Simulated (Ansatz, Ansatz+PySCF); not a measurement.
```xyz
10

C     1.2016    0.0000    0.0000
C     0.3713    1.1428    0.0000
C    -0.9721    0.7063    0.0000
C    -0.9721   -0.7063    0.0000
C     0.3713   -1.1428    0.0000
H     2.2974    0.0000    0.0000
H     0.7099    2.1849    0.0000
H    -1.8586    1.3504    0.0000
H    -1.8586   -1.3504    0.0000
H     0.7099   -2.1849    0.0000
```

RHF on singlet C5H5(-) was run in several spherical basis sets with Ansatz (development build ahead of 0.2.0). Caution: no diffuse functions for an anion.

Rank the basis sets by the total energy that they give, lowest first, with the distance from the lowest.
A. def2-SVP
B. cc-pVTZ
C. def2-TZVP

C (0.00 eV), B (0.19 eV), A (5.77 eV).

Totals follow the description of the cores as much as that of the bonds, so this order isn't one of quality for chemistry.
